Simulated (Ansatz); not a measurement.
# C4H8: the cost of one run

Method: the levels named in each step, in Ansatz 0.2.0.

### 1 The structure to begin with

Bond lengths: C1–C2 1.316 Å, C3–C4 1.316 Å, C1–H5 1.078 Å, C1–H6 1.078 Å, C2–H7 1.078 Å, C2–H8 1.078 Å, C3–H9 1.078 Å, C3–H10 1.078 Å, C4–H11 1.078 Å, C4–H12 1.078 Å. Angles: C1–C2–H7 122.1°, C1–C2–H8 122.1°, H7–C2–H8 115.8°, C2–C1–H5 122.1°, C2–C1–H6 121.8°, H5–C1–H6 116.1°, C3–C4–H11 122.1°, C3–C4–H12 122.0°, H11–C4–H12 115.9°, C4–C3–H9 122.0°, C4–C3–H10 122.0°, H9–C3–H10 116.0°.

As a file:

```xyz
12

C    -0.5399   -0.8234    1.8009
C     0.7671   -0.9037    1.9364
C    -0.3080    0.4068   -2.3009
C     0.0807    1.3203   -1.4366
H    -1.0059   -0.6132    0.8521
H    -1.2072   -0.9629    2.6356
H     1.2320   -1.1116    2.8861
H     1.4386   -0.7682    1.1043
H    -0.9565    0.6430   -3.1290
H     0.0035   -0.6223   -2.2241
H     0.7260    1.0860   -0.6061
H    -0.2303    2.3491   -1.5155
```

### 2 A rough first relaxation, PBE-D4/def2-SVP

This run stands in another session on the same molecule. It ended at:

```xyz
12

C    -0.5709   -0.7607    1.7452
C     0.7472   -0.9614    1.5966
C    -0.2115    0.2735   -1.9700
C     0.0356    1.4481   -1.3710
H    -1.1725   -0.2668    0.9641
H    -1.1068   -1.0801    2.6545
H     1.3511   -1.4540    2.3766
H     1.2835   -0.6412    0.6875
H    -0.4672    0.2122   -3.0411
H    -0.1711   -0.6798   -1.4157
H     0.2894    1.5090   -0.2990
H    -0.0067    2.4012   -1.9246
```

### 3 Relaxation, r2SCAN-D4/def2-TZVPP

input.yaml

```yaml
crystal:
  periodic: [false, false, false]
  atoms:
    - { symbol: C, position_ang: [-0.57090281, -0.76067615, 1.74521807] }
    - { symbol: C, position_ang: [0.74716806, -0.96140736, 1.59656894] }
    - { symbol: C, position_ang: [-0.21146199, 0.27353704, -1.97000426] }
    - { symbol: C, position_ang: [0.03560607, 1.448069, -1.37103269] }
    - { symbol: H, position_ang: [-1.17250519, -0.26681501, 0.96411434] }
    - { symbol: H, position_ang: [-1.10680556, -1.08006241, 2.65445539] }
    - { symbol: H, position_ang: [1.35112279, -1.45395621, 2.37656547] }
    - { symbol: H, position_ang: [1.283508, -0.64123569, 0.68751195] }
    - { symbol: H, position_ang: [-0.46722433, 0.2121642, -3.0411029] }
    - { symbol: H, position_ang: [-0.17114145, -0.67980928, -1.4156732] }
    - { symbol: H, position_ang: [0.28941466, 1.50898152, -0.2990071] }
    - { symbol: H, position_ang: [-0.00667826, 2.40117035, -1.92460402] }
basis:
  gaussian: { orbitals: def2-TZVPP }
hamiltonian:
  xc: r2scan
  dispersion: d4
relax:
  f_tol: 0.002
  max_steps: 150
```

Launch:

```bash
$ ansatz run input.yaml --threads 4 --pin off --max-ram 10240MiB --backend cpu --events-out ev --progress --plain --runs-dir out
```

Q: Estimate wall time and peak memory on 4 threads of Intel Xeon 6975P-C (Granite Rapids), shared host.

About 16 s, with a peak of 0.53 GiB.
